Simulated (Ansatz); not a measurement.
A made-up structure of CH$_{3}$AlCl, doublet:

```xyz
6
angstrom
C -0.8027 -0.0478 -0.7056
Al 0.5725 0.1839 0.6027
Cl 2.0082 -1.3386 0.7971
H -0.8837 -0.9190 -1.3523
H 0.9898 1.5603 1.0945
H 0.6979 1.4413 1.5428
```

It is relaxed with PBE-D4/def2-SVP and then PBE0-D4/def2-TZVP (Ansatz 0.2.0). Atoms count as bonded within 1.22 times the sum of their covalent radii (H–H: 0.88 Å). The end point is not checked to be a true minimum.

Question: Does its bonding change? (Judge from chemistry; the calculation decides.)

Answer: The calculation gives: Yes. Formed: none; broken: Al2–H5, Al2–H6.

Where it ends: The first stage lowers the energy by 3.38 eV in 17 steps. It ends as a complex of CHAlCl ([CH][Al][Cl]) + H₂:
C1  (-0.364, -0.171, -0.902)
Al2  (0.463, -0.717, 0.670)
Cl3  (2.454, -1.101, 1.211)
H4  (-1.383, -0.234, -1.288)
H5  (0.575, 1.603, 0.792)
H6  (0.836, 1.500, 1.496)
(Å)

Labels in which every atom is bracketed show which atoms are joined, not bond orders.

For scale, one of the runs: PBE0-D4/def2-TZVP relaxation, 123 basis functions, launched by `ansatz run in.yaml --threads 2 --pin off --events-out ev --progress --plain --max-ram 4352MiB`. Hardware: 2 CPU threads of an Intel Xeon Platinum 8488C, shared host. Wall time about 30 s.
